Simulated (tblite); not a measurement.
C₄H₁₀NP.
Cartesian coordinates in Å at the GFN2-xTB level; atoms count from 1:
```xyz
16
C4H10NP angstrom
C     -1.6834   -1.2923   -0.7439
C     -1.4286    0.1073   -0.1974
C     -0.0654    0.2089    0.4406
C      0.5667    1.5592    0.6232
P      1.4137    0.5074   -0.6374
N      2.5931   -0.1936    0.4170
H     -2.6540   -1.3465   -1.2307
H     -1.6574   -2.0258    0.0590
H     -0.9144   -1.5506   -1.4696
H     -2.1944    0.3589    0.5434
H     -1.4988    0.8345   -1.0102
H      0.1137   -0.5034    1.2404
H      0.0177    2.4145    0.2515
H      1.1126    1.7419    1.5386
H      3.4616    0.3328    0.3910
H      2.8099   -1.1441    0.1320
```

All values are computed: GFN2-xTB (tblite) harmonic vibrations without scaling, gas phase. This tight-binding method is rough: wavenumbers can miss measured ones by several per cent, in bad cases by 10 to 20. One conformer, not necessarily the lowest.

Harmonic wavenumbers (cm⁻¹): 79.4, 127.8, 167.9, 179.0, 242.6, 299.6, 367.7, 432.9, 654.5, 686.6, 746.4, 808.2, 830.5, 854.6, 874.8, 943.8, 957.2, 993.1, 998.4, 1068.1, 1098.3, 1148.6, 1176.6, 1244.3, 1284.3, 1351.7, 1398.3, 1411.1, 1481.9, 1498.4, 1502.9, 1505.8, 2937.8, 2969.6, 3007.8, 3024.9, 3032.9, 3039.2, 3047.7, 3068.6, 3364.5, 3382.1.

A = 5319, B = 1805, C = 1580 MHz; mass 103.055 u (most abundant isotopes); point group C1, symmetry number 1.

Task: Zero-point energy?

Result: ½Σν̃ = 29645 cm⁻¹ = 354.64 kJ/mol.

Task: Entropy at 298.15 K, 1 bar (ideal gas, RRHO, classical rotation)?

Result: Translation 166.66, rotation 114.86, vibration 80.71: S = 362.2 J/(mol K).

Task: And Cp and H(298.15 K) − H(0)?

Result: Cp = 127.55 J/(mol K), of which vibrations give 94.30 (their classical limit is 42 R = 349.2); H(298.15 K) − H(0) = 23.42 kJ/mol without the zero-point energy, 13.51 from vibrations.

Task: Which modes carry the vibrational entropy at 298.15 K?

Result: 79.4 cm⁻¹: 16.34; 127.8 cm⁻¹: 12.46; 167.9 cm⁻¹: 10.29; 179.0 cm⁻¹: 9.79; 242.6 cm⁻¹: 7.46; 299.6 cm⁻¹: 5.94 J/(mol K); the other 36 give 18.43 together.

Task: Blend soft modes into free rotors: weight 1/[1 + (100 cm⁻¹/ν̃)⁴] for the oscillator and the rest for a rotor with moment μB/(μ + B), μ = h/(8π²ν), B = 10⁻⁴⁴ kg m². What vibrational entropy results?

Result: 77.82 J/(mol K) in place of 80.71, which changes −T·S at 298.15 K by +0.86 kJ/mol.

Task: How do the functions run with temperature in this model?

Result: 
```
 T (K)  S (J/(mol K))  Cp (J/(mol K))  H − H(0) (kJ/mol)  G − H(0) (kJ/mol)  ln q(vib)
    50          227.0            45.1               1.84              -9.51       0.15
   100          264.5            64.6               4.61             -21.84       0.78
373.15          393.7           153.5              33.97            -112.93       5.64
   500          444.1           191.7              55.96            -166.11       8.03
   750          532.7           244.9             111.04            -288.51      12.72
  1000          608.3           280.2             176.94            -431.39      17.18
```

q(vib) and H(0) count from the zero-point level.

Hindered rotation and anharmonicity are outside this model. Other conformers, if any are populated, would add a mixing term that is left out. The structure is chiral; the term R ln 2 for an equal mix with its mirror image is left out.
